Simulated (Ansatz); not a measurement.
Relaxation of ClH₄PSi (7 atoms, charge 0, multiplicity 1), to a largest force component of 0.02 eV/Å in at most 40 steps.

Level of theory: UKS B3LYP/6-31G* in Ansatz 0.2.0.

```xyz
7
Properties=species:S:1:pos:R:3:forces:R:3
P -1.392 0.156 -0.267 -2.05 1.09 -0.30
Si 0.618 -0.029 0.482 1.68 0.90 -0.34
Cl 0.792 -1.864 1.338 0.13 -0.85 0.47
H -1.272 -0.735 -1.329 0.18 -0.54 -0.47
H -1.202 1.318 -1.120 0.09 -0.39 0.45
H 0.915 1.029 1.498 -0.08 -0.19 -0.15
H 1.602 0.058 -0.648 0.05 -0.03 0.34
```

Task: Where does it end, and by what steps?

Result: The run converged. The force dipped under the threshold on the way, but the program's further checks kept it going. After 5 steps the energy has fallen by 0.182 eV; P1 moved furthest, 0.11 Å.

```
step  energy less start (eV)  largest force component (eV/Å)  accepted
   0                  0.0000                           2.049       yes
   1                 -0.1455                           0.473       yes
   2                 -0.1787                           0.226       yes
   3                 -0.1810                           0.057       yes
   4                 -0.1818                           0.010       yes
   5                 -0.1820                           0.012       yes
```

```xyz
7
Properties=species:S:1:pos:R:3
P -1.495 0.156 -0.293
Si 0.642 -0.036 0.452
Cl 0.857 -1.871 1.418
H -1.302 -0.706 -1.412
H -1.213 1.339 -1.041
H 0.901 1.035 1.445
H 1.672 0.015 -0.615
```

Whether the end is a true minimum wasn't checked by a vibrational analysis.

Time of the run: 22 s on 1 thread of Intel(R) Xeon(R) CPU @ 2.60GHz (Ice Lake) (shared host), peak memory 0.18 GiB.
